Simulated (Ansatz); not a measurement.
in.yaml

```yaml
crystal:
  periodic: [false, false, false]
  atoms:
    - {symbol: Ge, position_ang: [0.000000, -0.020787, 0.000000]}
    - {symbol: H, position_ang: [0.000000, 0.749032, -1.334401]}
    - {symbol: H, position_ang: [0.000000, 0.749032, 1.334401]}
basis:
  gaussian: {orbitals: cc-pVDZ}
magnetization: {spin_polarized: false}
correlation: {method: bccd_t, electrons: outside_noble_gas}
```

```sh
$ ansatz run in.yaml --threads 1 --pin off --events-out ev --progress --plain --max-ram 2393MiB
```

Problem. Roughly how long does this take on 1 thread of Intel Xeon Platinum 8375C, shared host, and how much host memory?

Solution. 0.48 s wall and 0.21 GiB.

```
413 factors; integrals over basis functions are off by at most 1.2e-3 eV
mean field evaluation 1: about -56502.1226 eV, gradient 6.9e0 eV
mean field evaluation 2: about -56502.1232 eV, gradient 6.9e0 eV
mean field evaluation 4: about -56502.3942 eV, gradient 4.3e-1 eV
mean field evaluation 8: about -56502.3952 eV, gradient 1.9e-6 eV
mean field evaluation 16: about -56502.3950 eV, gradient 1.0e-1 eV
mean field -56502.39517854 eV, -2076.4247241123 hartree, gradient 1.8e-6 eV, S^2 0.000000; 0 other end points of the search recorded, 0 dependent functions left out; unrestricted orbitals would lower it
14 core orbitals not correlated: weight in the atoms' cores, before any rotation towards them, 0.999 or more for the frozen orbitals, at most 0.000 for the correlated occupied ones
reference -56502.39517854 eV, -2076.4247241123 hartree; 3, 3 occupied and 20, 20 virtual orbitals, 413 factors
second order -2.25924596 eV of doubles, -0.00000000 eV of singles
cycle   1  -2.75457120 eV  change   -5.0e-1 eV  update   6.1e-2
cycle   2  -2.96920959 eV  change   -2.1e-1 eV  update   2.7e-2
cycle   3  -2.97673238 eV  change   -7.5e-3 eV  update   1.0e-2
cycle   4  -2.98013784 eV  change   -3.4e-3 eV  update   3.8e-3
cycle   5  -2.97979525 eV  change    3.4e-4 eV  update   1.4e-3
cycle   6  -2.97990527 eV  change   -1.1e-4 eV  update   4.6e-4
cycle   7  -2.98018828 eV  change   -2.8e-4 eV  update   1.5e-4
cycle   8  -2.98010213 eV  change    8.6e-5 eV  update   5.4e-5
cycle   9  -2.98010936 eV  change   -7.2e-6 eV  update   1.5e-5
cycle  10  -2.98011688 eV  change   -7.5e-6 eV  update   2.6e-6
cycle  11  -2.98011758 eV  change   -7.0e-7 eV  update   6.7e-7
perturbative correction -0.05792157 eV, -0.0021285785 hartree
Total energy: -56505.43321769 eV, -2076.5363699919 hartree
```

For the same geometry and basis full CI lies 18.4 meV lower.
